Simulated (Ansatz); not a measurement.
```yaml
crystal:
  periodic: [false, false, false]
  atoms:
    - {symbol: B, position_ang: [-1.054314, 0.432782, -0.686777]}
    - {symbol: O, position_ang: [0.530692, 0.048119, -0.485142]}
    - {symbol: C, position_ang: [0.837117, -0.595332, 0.757639]}
    - {symbol: H, position_ang: [-1.598140, -0.643776, -0.708932]}
    - {symbol: H, position_ang: [-1.045442, 1.029489, -1.736148]}
    - {symbol: H, position_ang: [-1.322675, 1.112557, 0.281825]}
    - {symbol: H, position_ang: [1.038548, 0.861712, -0.572533]}
    - {symbol: H, position_ang: [0.270751, -1.523046, 0.760839]}
    - {symbol: H, position_ang: [0.520325, 0.030041, 1.593941]}
    - {symbol: H, position_ang: [1.906338, -0.803647, 0.798290]}
basis:
  gaussian: {orbitals: def2-TZVP}
total_charge: -2
magnetization: {spin_polarized: true, initial_magnetization: 0}
hamiltonian: {xc: {name: r2SCAN0}}
accuracy: high
output: {forces: true}
```

```sh
$ ansatz run in.yaml --threads 4 --pin off --events-out ev --progress --plain --max-ram 10444MiB
```

Output, abridged:

```
Functional definition: r2SCAN0
2621 factors; integrals over basis functions are off by at most 3.8e-9 eV
mean field evaluation 1: about -3847.0223 eV, gradient 5.1e1 eV
mean field evaluation 2: about -3824.4432 eV, gradient 9.4e1 eV
mean field evaluation 4: about -3863.1831 eV, gradient 8.2e0 eV
mean field evaluation 8: about -3863.6700 eV, gradient 4.6e-1 eV
mean field evaluation 16: about -3863.7193 eV, gradient 8.5e-3 eV
mean field evaluation 32: about -3863.7193 eV, gradient 1.1e-6 eV
mean field -3863.97940541 eV, -141.9986240494 hartree, gradient 2.3e-8 eV, S^2 0.805567; 9 other end points of the search recorded, 0 dependent functions left out
reference -3863.97940815 eV, -141.9986241501 hartree; 14, 14 occupied and 121, 121 virtual orbitals, 2621 factors
Total energy: -3863.97940815 eV, -141.9986241501 hartree
Atom 0 at    -1.054314     0.432782    -0.686777 Å, force     1.148562    -0.237154     0.247679 eV/Å
Atom 1 at     0.530692     0.048119    -0.485142 Å, force    -2.368420    -2.164126    -0.013438 eV/Å
Atom 2 at     0.837117    -0.595332     0.757639 Å, force    -0.727733     0.296030    -0.631626 eV/Å
Atom 3 at    -1.598140    -0.643776    -0.708932 Å, force    -0.220205    -0.014169     0.008198 eV/Å
Atom 4 at    -1.045442     1.029489    -1.736148 Å, force    -0.219443     0.198630    -0.292865 eV/Å
Atom 5 at    -1.322675     1.112557     0.281825 Å, force    -0.353965     0.032548    -0.113734 eV/Å
Atom 6 at     1.038548     0.861712    -0.572533 Å, force     1.966773     2.528743    -0.264578 eV/Å
Atom 7 at     0.270751    -1.523046     0.760839 Å, force    -0.020052    -0.661150     0.400455 eV/Å
Atom 8 at     0.520325     0.030041     1.593941 Å, force     0.136124     0.049890     0.642651 eV/Å
Atom 9 at     1.906338    -0.803647     0.798290 Å, force     0.658358    -0.029242     0.017258 eV/Å
Dipole moment:    -0.020525    -0.321606    -0.206417 e Å
```

In this input the charge is far from anything that the molecule holds. Self-consistency was reached. The result belongs to that input, not to the molecule as meant.
